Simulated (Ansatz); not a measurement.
Input file:

```yaml
crystal:
  periodic: [false, false, false]
  atoms:
    - {symbol: Al, position_ang: [0.000000, 0.000000, 0.000000]}
    - {symbol: Ga, position_ang: [0.000000, 0.000000, 3.018500]}
basis:
  gaussian: {orbitals: cc-pVDZ}
total_charge: 1
magnetization: {spin_polarized: false, initial_magnetization: 1}
correlation: {active_space: {window: {electrons: 1, orbitals: 4}}}
accuracy: high
```

```sh
$ ansatz run in.yaml --threads 1 --pin off --events-out ev --progress --plain --max-ram 2393MiB
```

Output:

```
856 factors; integrals over basis functions are off by at most 4.4e-9 eV
mean field evaluation 1: about -58909.6765 eV, gradient 3.2e0 eV
mean field evaluation 2: about -58909.6995 eV, gradient 3.3e0 eV
mean field evaluation 4: about -58909.7752 eV, gradient 2.5e-1 eV
mean field evaluation 8: about -58909.7767 eV, gradient 9.8e-7 eV
mean field evaluation 16: about -58908.9594 eV, gradient 3.2e0 eV
mean field evaluation 32: about -58909.4645 eV, gradient 8.4e-1 eV
mean field evaluation 64: about -58909.7286 eV, gradient 6.8e-1 eV
mean field -58909.77671324 eV, -2164.8943637306 hartree, gradient 1.7e-8 eV, S^2 0.750000; 11 other end points of the search recorded, 0 dependent functions left out
reference -58909.77671324 eV, -2164.8943637306 hartree; 22, 21 occupied and 23, 24 virtual orbitals, 856 factors
state -58909.77671324 eV, -2164.8943637306 hartree
Total energy: -58909.77671324 eV, -2164.8943637306 hartree
```

Natural occupations: 1.0000 0.0000 0.0000 0.0000.

Ran on 1 thread of Intel Xeon Platinum 8488C, shared host: 3 s wall, 0.14 GiB peak host memory.
